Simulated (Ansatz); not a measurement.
## Al₂H, quartet along the angle Al2-Al1-H3

Starting geometry (PBE0/def2-TZVP stationary point for this spin, not checked as a minimum):

```xyz
3

Al    0.0000    0.0000    0.2591
Al    0.0000    0.0000   -2.1014
H     0.0000    0.0000    1.8423
```

From there the angle named below is changed in its plane at fixed bond lengths, both arms turning rigidly about the middle atom; atoms are numbered as listed. Energies are in kcal/mol, counted from the starting geometry at the same level. Kohn–Sham curves are unrestricted where that lies lower.

Basis 6-31G; Ansatz 0.2.0. Only valence electrons are correlated (noble-gas cores frozen).

In so small a basis the reference is far from its limit while semilocal and hybrid functionals are nearer theirs (RPA and double hybrids share much of the reference's basis error), so the functionals' errors here hold much of the reference's basis and frozen-core error, which can add to them or hide them.

Full CI is exact within this basis and frozen core; it isn't the basis-set limit.

```json
{"angle Al2-Al1-H3 (°)": "67.5", "full CI": "18.5", "SPW92": "18.3", "PBE": "19.0", "r2SCAN": "18.8", "PBE0": "18.5", "B3LYP": "18.4", "CAM-B3LYP": "17.7", "wB97M-V": "18.6", "B2PLYP": "18.7", "RPA-PBE": "18.2"}
{"angle Al2-Al1-H3 (°)": "85.6", "full CI": "14.7", "SPW92": "14.5", "PBE": "14.8", "r2SCAN": "15.0", "PBE0": "14.4", "B3LYP": "13.8", "CAM-B3LYP": "12.9", "wB97M-V": "14.2", "B2PLYP": "14.3", "RPA-PBE": "14.5"}
{"angle Al2-Al1-H3 (°)": "102.2", "full CI": "11.0", "SPW92": "10.9", "PBE": "11.0", "r2SCAN": "11.3", "PBE0": "10.7", "B3LYP": "10.0", "CAM-B3LYP": "9.1", "wB97M-V": "10.6", "B2PLYP": "10.5", "RPA-PBE": "10.6"}
{"angle Al2-Al1-H3 (°)": "118.8", "full CI": "7.1", "SPW92": "7.2", "PBE": "7.2", "r2SCAN": "7.4", "PBE0": "7.0", "B3LYP": "6.5", "CAM-B3LYP": "5.9", "wB97M-V": "7.2", "B2PLYP": "6.9", "RPA-PBE": "6.5"}
{"angle Al2-Al1-H3 (°)": "136.4", "full CI": "3.6", "SPW92": "3.8", "PBE": "3.8", "r2SCAN": "3.9", "PBE0": "3.7", "B3LYP": "3.4", "CAM-B3LYP": "3.1", "wB97M-V": "4.0", "B2PLYP": "3.6", "RPA-PBE": "3.0"}
{"angle Al2-Al1-H3 (°)": "160.0", "full CI": "0.7", "SPW92": "0.8", "PBE": "0.8", "r2SCAN": "0.8", "PBE0": "0.8", "B3LYP": "0.7", "CAM-B3LYP": "0.7", "wB97M-V": "0.9", "B2PLYP": "0.8", "RPA-PBE": "0.5"}
{"angle Al2-Al1-H3 (°)": "180.0", "full CI": "0.0", "SPW92": "0.0", "PBE": "0.0", "r2SCAN": "0.0", "PBE0": "0.0", "B3LYP": "0.0", "CAM-B3LYP": "0.0", "wB97M-V": "0.0", "B2PLYP": "0.0", "RPA-PBE": "0.0"}
```
